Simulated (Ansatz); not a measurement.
For bcc Cs, PBE-D3(BJ) (plane waves, PAW; Ansatz, a quantum-chemistry and plane-wave program) gives:

* **lattice constant a**: 6.040 Å
* **cohesive energy**: 0.80 eV/atom

**Question.** What does r²SCAN-D4 in Ansatz (PAW) give for the same quantities?

**Answer.** 
- lattice constant a: 6.249 Å (rises by 3.5 %)
- cohesive energy: 0.70 eV/atom (shrinks by 0.10 eV/atom)

For comparison: lattice constant a 6.039 Å (measured, low-temperature or extrapolated to 0 K; zero-point anharmonic expansion removed; as tabulated in Csonka et al. (2009), arXiv:0903.4037); cohesive energy 0.81 eV/atom (measured, static lattice: zero-point vibration energy added; as tabulated in Mejia-Rodriguez and Trickey (2018), arXiv:1807.09216).

Changes are worked out from the printed values.

Unless a cell is named, each level is at its own relaxed cell (PBE-D3(BJ) 110.16, r²SCAN-D4 122.00 Å³/atom).

Ansatz's density-functional and Hartree–Fock values are scalar-relativistic unless marked +SOC, with PAW data made under PBE.
